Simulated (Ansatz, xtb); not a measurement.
## BH3PSi: where a starting geometry ends

The starting geometry of this gas-phase doublet was built from a drawn formula by distance geometry; its bonds are those of `[H]/B=P\[SiH2]`.

```yaml
atoms:
  - { symbol: B, position_ang: [-1.5793, -0.1065, 2.8923] }
  - { symbol: P, position_ang: [-1.9383, 0.1940, 1.3917] }
  - { symbol: Si, position_ang: [-1.1149, -0.5275, -0.4766] }
  - { symbol: H, position_ang: [-0.9262, -0.6925, 3.6028] }
  - { symbol: H, position_ang: [0.3888, -0.5179, -0.4318] }
  - { symbol: H, position_ang: [-1.5370, -1.9715, -0.5115] }
```

Where would you expect an optimisation with r2SCAN-D4/def2-SVP to take it?

It rearranges to `B1[SiH2][P]1`. Distances that change by over a tenth: B1–P2 (1.57 → 1.76 Å). Contacts that close: B1–Si3 (3.43 → 2.11 Å).

The energy falls by 2.25 eV over 13 steps:

```json
{"step": "1", "E − E(last) (eV)": "2.254"}
{"step": "2", "E − E(last) (eV)": "1.610"}
{"step": "4", "E − E(last) (eV)": "0.911"}
{"step": "5", "E − E(last) (eV)": "0.702"}
{"step": "6", "E − E(last) (eV)": "0.447"}
{"step": "8", "E − E(last) (eV)": "0.086"}
{"step": "9", "E − E(last) (eV)": "0.086"}
{"step": "10", "E − E(last) (eV)": "0.005"}
{"step": "12", "E − E(last) (eV)": "0.000"}
{"step": "13", "E − E(last) (eV)": "0.000"}
```

Final geometry (Å):

```yaml
atoms:
  - { symbol: B, position_ang: [-1.3578, -0.3675, 2.3194] }
  - { symbol: P, position_ang: [-2.3330, 0.6563, 1.2783] }
  - { symbol: Si, position_ang: [-0.9766, -0.7423, 0.2736] }
  - { symbol: H, position_ang: [-0.8874, -0.8652, 3.3006] }
  - { symbol: H, position_ang: [0.3089, -0.3019, -0.3418] }
  - { symbol: H, position_ang: [-1.4611, -2.0012, -0.3633] }
```

From the same start GFN2-xTB reaches the same bonding as this run.

No frequencies were run, so the end isn't proven a minimum. Open shells are spin-unrestricted. Run with Ansatz 0.2.0, 2 min on 1 thread of Intel(R) Xeon(R) Processor @ 2.50GHz (Skylake/Cascade Lake), with other jobs on the host.
